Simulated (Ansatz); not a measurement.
The same path of H$_{4}$S$_{2}$Si (7 atoms, charge 0, multiplicity 1) was run twice with different band settings. Lost on the way: S3–H4. Made: S2–H4.

Computed with RKS PBE-D4/def2-TZVP (Ansatz).

Relaxed end points:

```xyz
7
Properties=species:S:1:pos:R:3
Si -0.159 -0.304 0.517
S 1.586 -0.793 -0.633
S -1.301 1.333 -0.273
H -1.469 0.749 -1.485
H -0.918 -1.588 0.543
H 0.163 0.144 1.903
H 2.097 0.460 -0.572
```

```xyz
7
Properties=species:S:1:pos:R:3
Si -0.596 -0.065 0.849
S 1.116 -0.523 -0.981
S -1.468 1.654 0.401
H 0.183 -0.194 -1.908
H -1.220 -1.412 0.626
H 0.461 -0.227 1.904
H 1.525 0.767 -0.890
```

Common settings: movable images 9; climbing image yes; spring 5.0 eV/Å²; optimiser quadratic models (default); force threshold 0.03 eV/Å; iteration limit 60; end points relaxed.

| run | start path |
| --- | --- |
| 1 | through a guess of the saddle point |
| 2 | straight line |

Question: What does each run give, and how far can it be trusted?

Answer: Run 1: converged after 11 iterations, highest image 1.399 eV above the first end. A vibrational analysis at the climbing image gives one clearly imaginary mode, 409i cm⁻¹: a first-order saddle point.
Run 2: converged after 11 iterations, highest image 1.399 eV above the first end. Another band between the same ends (9 images) ends at a top of the same energy, where a vibrational analysis finds 1 clearly imaginary mode.
The orbitals stay closed-shell, which can raise the energy where a bond breaks towards radicals; this wasn't checked here.
